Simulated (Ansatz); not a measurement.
**C3H3F3: a ladder of functionals and wavefunction methods**

The task here is to estimate one member of a computed series from the others.

The runs use Ansatz 0.2.0, Gaussian basis; functionals in def2-TZVPP, the program's frozen cores in correlated methods.

Levels to be run: PBE-D4, r2SCAN-D4, PBE0-D4, B3LYP-D4, ωB97X-V, ωB97M-V, B2PLYP; CCSD(T)/def2-TZVPP; MP2/def2-QZVPP; extrapolation to the limit.

### The relaxed structure

An earlier PBE0-D4 in a triple-zeta def2 set relaxation fixed the geometry.

9 atoms, charge 0, spin multiplicity 1.

Atoms are counted from 1 here; the program's logs count them from 0.

Bond lengths: F1–C2 1.389 Å, C2–C3 1.482 Å, C2–H7 1.092 Å, C2–H8 1.094 Å, C3–C4 1.319 Å, C3–H9 1.082 Å, C4–F5 1.312 Å, C4–F6 1.310 Å. Angles: F1–C2–C3 110.4°, F1–C2–H7 107.9°, F1–C2–H8 106.9°, C3–C2–H7 111.5°, C3–C2–H8 110.9°, H7–C2–H8 109.1°, C2–C3–C4 123.0°, C2–C3–H9 119.9°, C4–C3–H9 117.2°, C3–C4–F5 125.6°, C3–C4–F6 124.6°, F5–C4–F6 109.8°.

Coordinates:

```mol
C3H3F3
  3D, bonds by distance, orders not assigned

  9  8  0  0  0  0  0  0  0  0999 V2000
   -0.5618   -2.0396    0.3064 F   0  0
   -0.1077   -0.8190    0.7889 C   0  0
    0.4727   -0.0126   -0.3106 C   0  0
   -0.0867    1.0935   -0.7628 C   0  0
   -1.1939    1.6300   -0.3073 F   0  0
    0.3975    1.8309   -1.7318 F   0  0
   -0.9517   -0.3083    1.2564 H   0  0
    0.6446   -1.0394    1.5513 H   0  0
    1.3869   -0.3355   -0.7905 H   0  0
  1  2  8  0
  2  3  8  0
  3  4  8  0
  4  5  8  0
  4  6  8  0
  2  7  8  0
  2  8  8  0
  3  9  8  0
M  END
```

Set-up of the first run:

in.yaml reads:

```yaml
crystal:
  periodic: [false, false, false]
  atoms:
    - {symbol: F, position_ang: [-0.561785, -2.039636, 0.306400]}
    - {symbol: C, position_ang: [-0.107748, -0.819006, 0.788865]}
    - {symbol: C, position_ang: [0.472715, -0.012608, -0.310568]}
    - {symbol: C, position_ang: [-0.086700, 1.093495, -0.762781]}
    - {symbol: F, position_ang: [-1.193898, 1.630004, -0.307319]}
    - {symbol: F, position_ang: [0.397498, 1.830897, -1.731846]}
    - {symbol: H, position_ang: [-0.951667, -0.308311, 1.256442]}
    - {symbol: H, position_ang: [0.644635, -1.039364, 1.551338]}
    - {symbol: H, position_ang: [1.386948, -0.335471, -0.790519]}
basis:
  gaussian: {orbitals: def2-TZVPP}
hamiltonian: {xc: pbe, dispersion: d4}
output: {forces: true, orbitals: {seedname: orbitals}}
```

Started as:

```sh
$ ansatz run in.yaml --threads 2 --pin off --events-out ev --progress --plain --max-ram 22528MiB --backend cpu
```

Among the steps run: PBE-D4 (GGA); r2SCAN-D4 (meta-GGA); PBE0-D4 (hybrid); B3LYP-D4 (hybrid); ωB97X-V (range-separated); ωB97M-V (range-separated); B2PLYP (double hybrid); CCSD(T) in def2-TZVPP; MP2 in def2-QZVPP.

One table of the session follows, with a row left open; its other results are not shown here.

| method | atomisation energy (eV) |
| --- | --- |
| PBE-D4 | 40.219 |
| r2SCAN-D4 | 38.783 |
| PBE0-D4 | 38.898 |
| B3LYP-D4 | 38.430 |
| ωB97X-V | 38.579 |
| ωB97M-V | 38.648 |
| B2PLYP | 38.137 |
| HF/def2-TZVPP | 27.078 |
| MP2/def2-TZVPP | ? |
| CCSD/def2-TZVPP | 36.643 |
| CCSD(T)/def2-TZVPP | 37.402 |
| MP2/CBS | 39.747 |
| CCSD(T)/CBS | 38.410 |

**Question.** Estimate the row for MP2/def2-TZVPP.

As computed: atomisation energy (eV): 38.738. In the column «atomisation energy (eV)» it lies between ωB97M-V (38.648) and r2SCAN-D4 (38.783).

Limits of these values: Free atoms (3 F, 3 C, 3 H) were run apart at each level; the atomisation energy is their sum less the molecule, without zero-point or spin-orbit terms.
